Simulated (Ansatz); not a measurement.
Process, species as SMILES: [F][Al][F] → Al atom + 2 F atom
B3LYP-D3(BJ)/def2-TZVP geometries, fixed; electronic energies without zero-point terms.

Basis-set convergence of the atomisation energy at wB97M-V with Ansatz (a quantum-chemistry and plane-wave program). Cartesian d functions, on some or all atoms, in 6-311G**, 6-311+G**; all else is spherical. The program fits the integrals of some runs and decomposes those of others, by size. Open shells are unrestricted. The functional holds VV10 correlation; no added dispersion term, no relativity. Functions are those of the species that has most. Reference: the value in aug-cc-pV(5+d)Z, 266.78 kcal/mol, itself unsure by roughly 0.26 kcal/mol (its mean distance from pcseg-4, aug-pcseg-3, aug-cc-pV(Q+d)Z). Deviations are taken from unrounded values.

```csv
basis,functions,atomisation energy (kcal/mol)
def2-SVP,46,263.03
def2-SVPD,70,264.78
pcseg-1,46,256.23
aug-pcseg-1,73,262.66
cc-pV(D+d)Z,51,259.31
aug-cc-pV(D+d)Z,78,261.88
6-311G**,63,254.89
6-311+G**,75,254.99
pcseg-2,94,265.39
aug-pcseg-2,142,266.76
cc-pV(T+d)Z,99,266.24
aug-cc-pV(T+d)Z,147,265.42
def2-TZVP,99,265.37
def2-TZVPD,123,265.23
def2-TZVPP,104,265.45
def2-TZVPPD,128,265.29
cc-pV(Q+d)Z,174,267.51
aug-cc-pV(Q+d)Z,249,266.61
def2-QZVPP,184,266.37
def2-QZVPPD,208,266.22
pcseg-3,184,267.04
aug-pcseg-3,259,267.11
cc-pV(5+d)Z,282,266.95
aug-cc-pV(5+d)Z,390,266.78
```

What the diffuse functions change, pair by pair:
- def2-SVP to def2-SVPD: 24 more functions, deviation -3.75 to -2.00 kcal/mol
- pcseg-1 to aug-pcseg-1: 27 more functions, deviation -10.55 to -4.13 kcal/mol
- cc-pV(D+d)Z to aug-cc-pV(D+d)Z: 27 more functions, deviation -7.47 to -4.91 kcal/mol
- 6-311G** to 6-311+G**: 12 more functions, deviation -11.89 to -11.79 kcal/mol
- pcseg-2 to aug-pcseg-2: 48 more functions, deviation -1.39 to -0.02 kcal/mol
- cc-pV(T+d)Z to aug-cc-pV(T+d)Z: 48 more functions, deviation -0.54 to -1.36 kcal/mol
- def2-TZVP to def2-TZVPD: 24 more functions, deviation -1.41 to -1.56 kcal/mol
- def2-TZVPP to def2-TZVPPD: 24 more functions, deviation -1.34 to -1.50 kcal/mol
- cc-pV(Q+d)Z to aug-cc-pV(Q+d)Z: 75 more functions, deviation 0.73 to -0.18 kcal/mol
- def2-QZVPP to def2-QZVPPD: 24 more functions, deviation -0.41 to -0.56 kcal/mol
- pcseg-3 to aug-pcseg-3: 75 more functions, deviation 0.26 to 0.32 kcal/mol
- cc-pV(5+d)Z to aug-cc-pV(5+d)Z: 108 more functions, deviation 0.17 to 0.00 kcal/mol

Leaving out the reference's own pair, they bring the value nearer the reference by more than 0.26 kcal/mol in 5 of 11 pairs.
